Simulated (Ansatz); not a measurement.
The first iterations of a band of AlH3O (5 atoms, charge 0, multiplicity 1).

Level of theory: RKS PBE-D4/def2-SVPD in Ansatz.

- movable images: 7
- climbing image: yes
- spring: 5.0 eV/Å²
- optimiser: quadratic models (default)
- start path: through a guess of the saddle point
- force threshold: 0.5 eV/Å
- iteration limit: 60
- end points: relaxed

First end point:

```xyz
5
Properties=species:S:1:pos:R:3
Al 0.477 -0.004 0.041
O 0.743 -0.155 1.751
H 0.020 -0.245 2.391
H 1.797 0.132 -0.830
H -1.011 -0.009 -0.535
```

Last end point:

```xyz
5
Properties=species:S:1:pos:R:3
Al -0.056 0.073 -0.988
O 0.991 -0.075 0.921
H 0.532 -0.160 1.776
H 1.951 -0.039 1.069
H -1.392 -0.081 0.039
```

| iteration | highest image above the first end (eV) | largest band force component (eV/Å) |
| --- | --- | --- |
| 1 | 4.856 | 7.221 |
| 2 | 3.392 | 3.301 |
| 3 | 2.730 | 1.758 |

**Question.** Does the band converge within its limit, and where does its top end?

**Answer.** The forces met the threshold. It ended after 9 iterations with the highest image 2.807 eV above the first end. The threshold of 0.5 eV/Å is loose, so the images may lie well off the minimum-energy path. The profile has 2 maxima (images 1, 5) with wells between them (image 2): this band takes more than one step, which may be the mechanism or a detour left from its start path. Neighbouring images differ by up to 1.3 eV, so the band resolves the path poorly. The order of the stationary point at the top wasn't checked. The orbitals stay closed-shell, which can raise the energy where a bond breaks towards radicals; this wasn't checked here.

The run took 50 s on 2 threads of Arm Neoverse V1 (shared host), peak memory 0.11 GiB.
